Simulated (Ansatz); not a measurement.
Worked example: SiH3(SH) → SiH2(SH) + H

Species: SiH3(SH), singlet; SiH2(SH), doublet; H atom, doublet. 

Shapes, held fixed at every level: PBE0-D4/def2-TZVP. Flexible molecules stand in one conformer, not always the lowest. Programs: Ansatz 0.2.0. The zero-point and thermal change to 298 K, harmonic and unscaled (PBE0-D4/def2-TZVP), is -19.0 kJ/mol.

At CCSD(T)/CBS estimate; 1 Eh = 2625.50 kJ/mol:

```
 species  energy (Eh)
SiH3(SH)  -689.273356
SiH2(SH)  -688.621319
       H    -0.500000
```

Task: Work out ΔH(298 K) of the reaction at this level.

Result: 
1. Products less reactants: (-688.621319) + (-0.500000) − [(-689.273356)] = 0.152037 Eh = +399.2 kJ/mol.
2. With the thermal change: +399.2 + (-19.0) = +380.2 kJ/mol.

Other levels give +295.5 (HF/def2-SVP) to +378.5 kJ/mol (wB97M-V/def2-TZVPP). No measured value is set beside it here. Open shells run unrestricted unless RO is named. The CBS estimate extrapolates MP2 from def2-TZVPP and def2-QZVPP and adds CCSD(T) − MP2 in the triple-zeta set, cores frozen.
